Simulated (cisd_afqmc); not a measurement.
Input (AFQMC/CISD/aug-cc-pVTZ; cisd_afqmc is a phaseless AFQMC code with CISD trial states that reads the integrals written by Ansatz):

Ansatz 0.2 input:
```python
import cisd_afqmc

open("ham.yaml", "w").write("""\
crystal:
  periodic: [false, false, false]
  atoms:
    - {symbol: N, position_ang: [0.00456047, 0.00186225, 0.14178543]}
    - {symbol: H, position_ang: [-0.02755881, 0.79955398, -0.50646319]}
    - {symbol: H, position_ang: [-0.00436445, -0.81258975, -0.48603483]}
basis:
  gaussian:
    orbitals: aug-cc-pVTZ
magnetization: {spin_polarized: true, initial_magnetization: 1}
correlation: {method: ccsd, electrons: outside_noble_gas, hamiltonian_folder: ham}
""")
rep = cisd_afqmc.ansatz("ham.yaml")
e_ccsd = rep["correlation"]["coupled_cluster"]["energy"]["hartree"]
out = cisd_afqmc.run("ham", e_ccsd, trial="CISD", walkers=1000, populations=1, threads=12, dt=0.005, steps=40, early=24, settle=10, least=100,
    cut=5e-5, rank_cut=2e-4, target=0.0004, seconds=1000, seed=4, memory=62639, gpu=True)
```

Output:

```
orbitals 91, occupied [4, 3], factors 413 of 524, rank of the doubles 236 of 612
E(HF) = -55.587833
E(CCSD) on the cut factors = -55.793602, shift to the whole factors -0.000009
Energy of the trial state on the determinant = -55.793541
  tau behind 7.2 of longer steps, mean of the populations' last blocks
   2.0  -55.79981
   4.0  -55.80039
   6.0  -55.79878
   8.0  -55.79981
  10.0  -55.79988
  12.0  -55.80026
  14.0  -55.80126
  16.0  -55.80021
  18.0  -55.79988
  20.0  -55.80079
  22.0  -55.80057
blocks 99 (1 outliers left out), error by blocks joined: 1: 0.00009, 2: 0.00012, 4: 0.00016, 8: 0.00018
E(AFQMC/CISD) = -55.80037 +/- 0.00018
```
